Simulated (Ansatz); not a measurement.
Geometry optimisation, RKS B3LYP-D4/6-31G* (Ansatz).

input.yaml

```yaml
crystal:
  periodic: [false, false, false]
  atoms:
    - { symbol: Si, position_ang: [-0.093909, 0.203366, 0.181602] }
    - { symbol: "N", position_ang: [-0.053598, 0.079828, 1.974757] }
    - { symbol: H, position_ang: [-0.958668, 0.165424, 2.430441] }
    - { symbol: H, position_ang: [0.583465, 0.738633, 2.415383] }
    - { symbol: H, position_ang: [1.29077, 0.322758, -0.318738] }
    - { symbol: H, position_ang: [-0.82967, 1.432121, -0.264874] }
    - { symbol: H, position_ang: [-0.855658, -0.940838, -0.375413] }
    - { symbol: O, position_ang: [1.34728, -2.232532, 0.762548] }
    - { symbol: H, position_ang: [0.679885, -2.912837, 0.590823] }
    - { symbol: H, position_ang: [1.062803, -1.845224, 1.626471] }
basis:
  gaussian: { orbitals: "6-31G*" }
hamiltonian:
  xc: b3lyp
  dispersion: d4
relax:
  f_tol: 0.03
  max_steps: 50
```

Command:

```bash
$ ansatz run input.yaml --threads 1 --pin off --max-ram 2048MiB --backend cpu --events-out ev --progress --plain --runs-dir out
```

Question: Where does it end, and by what steps?

Answer: The run converged. After 11 steps the energy has fallen by 0.125 eV; O8 moved furthest, 0.44 Å.

```csv
step,energy less start (eV),largest force component (eV/Å),accepted
0,0.0000,0.679,yes
1,0.0104,1.877,no
2,-0.0402,0.712,yes
3,-0.0710,0.602,yes
4,-0.0712,1.024,yes
5,-0.1022,0.367,yes
6,-0.1192,0.125,yes
7,-0.1215,0.196,yes
8,-0.1236,0.133,yes
9,-0.1246,0.136,yes
10,-0.1243,0.087,no
11,-0.1253,0.028,yes
```

```xyz
10
Properties=species:S:1:pos:R:3
Si -0.163 0.384 0.100
N -0.001 -0.015 1.807
H -0.862 -0.102 2.339
H 0.651 0.559 2.335
H 1.202 0.507 -0.458
H -0.899 1.656 -0.170
H -0.920 -0.717 -0.545
O 1.449 -2.455 1.130
H 0.745 -3.086 0.920
H 0.970 -1.719 1.566
```

Run time: 38 s on 1 thread of AMD EPYC 7R43 64-Core Processor (Zen 3) (shared host), peak memory 0.15 GiB.
